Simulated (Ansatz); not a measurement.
The parent structure is Ir in the fcc (Cu type) structure (space group Fm-3m, No. 225; a = 3.830 Å).

All numbers come from PBEsol, PAW, 420 eV (Ansatz, a program for electronic structure; no SOC), earlier PAW set.

| level | lattice parameter a |
|---|---|
| PBEsol | 3.830 Å |

Measured: lattice parameter a 3.831 Å (static lattice; corrected from measurement; as listed in Daniel Mejia-Rodriguez, S. B. Trickey, Phys. Rev. B (2018)).

Computed minus measured — lattice parameter a: PBEsol -0.0 %.

No phonon test of stability was made. The final runs are not spin-polarised.
